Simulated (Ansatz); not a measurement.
Input (CCSDT(Q)/aug-cc-pV(T+d)Z; Ansatz, a quantum-chemistry and plane-wave program): A basis named .json is the Basis Set Exchange file of that set.

Ansatz 0.2 input:
```yaml
crystal:
  periodic: [false, false, false]
  atoms:
    - {symbol: F, position_ang: [-0.00000000, -0.00000000, -1.06598514]}
    - {symbol: Cl, position_ang: [0.00000000, 0.00000000, 0.56434507]}
basis:
  gaussian:
    orbitals: aug-cc-pV_T+d_Z.json
magnetization: {spin_polarized: false}
correlation: {method: ccsdt_q, electrons: outside_noble_gas}
```

Output:

```
Functional definition: HF
integrals: 0.18 GiB planned
1147 factors; integrals over basis functions are off by at most 1.5e-7 eV
mean field: 0.27 GiB planned
mean field evaluation 1: about -15207.8953 eV, gradient 2.0e1 eV
mean field evaluation 2: about -15207.8963 eV, gradient 2.0e1 eV
mean field evaluation 4: about -15208.5910 eV, gradient 2.6e0 eV
mean field evaluation 8: about -15208.6024 eV, gradient 4.0e-5 eV
mean field evaluation 16: about -15208.6013 eV, gradient 1.1e-1 eV
mean field -15208.60235810 eV, -558.9058278994 hartree, gradient 1.7e-6 eV, S^2 0.000000; 0 other end points of the search recorded, 0 dependent functions left out
6 core orbitals not correlated
reference -15208.60235810 eV, -558.9058278994 hartree; 7, 7 occupied and 88, 88 virtual orbitals, 1147 factors
second order -12.46838806 eV of doubles, -0.00000000 eV of singles
coupled cluster: 2.44 GiB planned
cycle   1  -12.54839866 eV  change   -8.0e-2 eV  update   9.6e-2
cycle   2  -13.11051068 eV  change   -5.6e-1 eV  update   5.3e-2
cycle   3  -13.52405309 eV  change   -4.1e-1 eV  update   2.0e-2
cycle   4  -13.47200458 eV  change    5.2e-2 eV  update   6.6e-3
cycle   5  -13.44865938 eV  change    2.3e-2 eV  update   3.0e-3
cycle   6  -13.45421538 eV  change   -5.6e-3 eV  update   1.4e-3
cycle   7  -13.45817063 eV  change   -4.0e-3 eV  update   7.3e-4
cycle   8  -13.45752328 eV  change    6.5e-4 eV  update   4.1e-4
cycle   9  -13.45680911 eV  change    7.1e-4 eV  update   2.0e-4
cycle  10  -13.45738398 eV  change   -5.7e-4 eV  update   1.1e-4
cycle  11  -13.45695921 eV  change    4.2e-4 eV  update   5.4e-5
cycle  12  -13.45694719 eV  change    1.2e-5 eV  update   1.9e-5
cycle  13  -13.45693190 eV  change    1.5e-5 eV  update   9.5e-6
cycle  14  -13.45693309 eV  change   -1.2e-6 eV  update   2.8e-6
cycle  15  -13.45693103 eV  change    2.1e-6 eV  update   1.3e-6
cycle  16  -13.45693239 eV  change   -1.4e-6 eV  update   6.3e-7
coupled cluster: 2.44 GiB planned
perturbative correction -0.02881303 eV, -0.0010588592 hartree
Total energy: -15222.08810351 eV, -559.4014199023 hartree
```
